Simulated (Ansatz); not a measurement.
# B₂H₂O (SMILES BB=O): single points off equilibrium

An exercise on one series of results from a longer session: the logs are not shown, and one member is left open.

Method: single points in def2-TZVPP; program: Ansatz 0.2.0, Gaussian basis.

Correlated methods freeze the cores.

### Where the work starts

SMILES `BB=O`, 5 atoms, charge 0, spin multiplicity 1.

Atoms are counted from 1 here; the program's logs count them from 0.

Bond lengths: B1–B2 1.627 Å, B1–H4 1.182 Å, B1–H5 1.154 Å, B2–O3 1.197 Å. Angles: B2–B1–H4 120.4°, B2–B1–H5 121.7°, H4–B1–H5 117.8°, B1–B2–O3 177.7°.

Coordinates:

```xyz
5

B    -0.3499    0.3877   -0.3835
B     0.5528   -0.5898    0.5522
O     1.2349   -1.2710    1.2626
H    -0.9190   -0.0429   -1.3252
H    -0.4898    1.5056   -0.1355
```

Set-up of the first run:

run/in.yaml

```yaml
crystal:
  periodic: [false, false, false]
  atoms:
    - {symbol: B, position_ang: [-0.349900, 0.387700, -0.383500]}
    - {symbol: B, position_ang: [0.552800, -0.589800, 0.552200]}
    - {symbol: O, position_ang: [1.234900, -1.271000, 1.262600]}
    - {symbol: H, position_ang: [-0.919000, -0.042900, -1.325200]}
    - {symbol: H, position_ang: [-0.489800, 1.505600, -0.135500]}
basis:
  gaussian: {orbitals: def2-TZVPP}
correlation: {method: ccsd_t}
output: {forces: true}
```

No record of the launch command was kept for these runs.

Steps of the session up to this table: CCSD(T)/def2-TZVPP; PBE0-D4/def2-TZVPP; wB97M-V/def2-TZVPP; r2SCAN-D4/def2-TZVPP; PBE-D4/def2-TZVPP; BLYP-D4/def2-TZVPP; LC-wPBE/def2-TZVPP.

One table of the session follows, with a row left open; its other results are not shown here.

```
   method  RMS force component (eV/Å)  angle to CCSD(T) forces (°)  dipole (D)
  CCSD(T)                       0.526                    reference        2.80
  PBE0-D4                           ?                            ?           ?
  wB97M-V                       0.360                         37.1        2.99
r2SCAN-D4                       0.418                         14.8        2.81
   PBE-D4                       0.622                         22.3        2.65
  BLYP-D4                       0.591                         19.7        2.67
  LC-wPBE                       0.402                         53.9        3.06
```

Estimate the missing values for PBE0-D4.

As computed: RMS force component (eV/Å): 0.378; angle to CCSD(T) forces (°): 35.8; dipole (D): 2.94. In the column «RMS force component (eV/Å)» it lies between wB97M-V (0.360) and LC-wPBE (0.402).
